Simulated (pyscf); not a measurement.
Four-centre exchange: H₂N–SiH₂–NH–SiH₂–NH₂ (SMILES N[SiH2]N[SiH2]N) + HCl (SMILES Cl) → H₂N–SiH₂–NH–SiH(NH₂)–Cl (SMILES N[SiH2]N[SiH](N)Cl) + H₂ (SMILES [H][H])

Gas phase, singlet surface, charge 0. Bonds broken: Si2–H8, Cl15–H16. Bonds formed: Si2–Cl15, H8–H16. Structures and frequencies: ωB97X-D3(BJ)/def2-SVP in PySCF.

Transition state (Å):

```xyz
16

N      1.1543     0.6169     0.7670
Si     0.1782    -0.7868     0.7247
N     -1.3756    -0.2125     0.3192
Si    -1.8835     1.4550     0.2511
N     -0.8519     2.3231    -0.8569
H      0.9680     1.4034     0.1462
H      2.0547     0.6497     1.2296
H      1.0108    -1.4053    -0.7166
H      0.6457    -1.6234     1.8377
H     -2.0492    -0.9453     0.1058
H     -3.3236     1.3958    -0.1382
H     -1.7506     2.1826     1.5431
H     -0.7935     3.3330    -0.7568
H     -0.8755     2.0716    -1.8418
Cl    -0.8601    -3.1181     0.0053
H      0.4372    -2.0581    -0.6365
```

One imaginary mode, 644i cm⁻¹; descent along it reached the two sides named.

```csv
bond,change,reactant side (Å),saddle,product side
Si2–H8,breaks,1.510,1.776,4.2
Cl15–H16,breaks,1.291,1.794,2.9
Si2–Cl15,forms,3.7,2.7,2.098
H8–H16,forms,1.893,0.873,0.761
```

Electronic energies relative to the separated reactants (kJ/mol):

| level | barrier | reaction energy | reverse barrier |
|---|---|---|---|
| ωB97X-D3(BJ)/def2-TZVP | 86.7 | -115.1 | 201.9 |
| PBE/def2-TZVP | 67.4 | -103.6 | 171.0 |
| r²SCAN/def2-TZVP | 71.5 | -112.7 | 184.2 |
| B3LYP-D3(BJ)/def2-TZVP | 82.0 | -108.5 | 190.5 |
| PBE0-D3(BJ)/def2-TZVP | 73.5 | -107.7 | 181.2 |
| M06-2X/def2-TZVP | 85.0 | -115.7 | 200.7 |
| ωB97M-D3(BJ)/def2-TZVP | 89.1 | -106.5 | 195.6 |
| HF/def2-TZVP | 159.8 | -92.5 | 252.3 |

With ωB97M-D3(BJ)/def2-TZVP energies and thermal terms (ideal gas, 1 atm, RRHO with modes under 100 cm⁻¹ raised to 100, one conformer, R ln 2 for chiral ones without a mode under 150 cm⁻¹), in kJ/mol:

```
T (K)   ΔH‡    ΔG‡      ΔH      ΔG
-----  ----  -----  ------  ------
298    90.3  138.1  -111.3  -100.3
600    89.5  187.1  -108.1   -90.5
900    90.4  235.8  -106.0   -82.1
1200   91.7  284.1  -105.0   -74.3
```

This is the saddle that the search found; another between the same sides may lie lower.
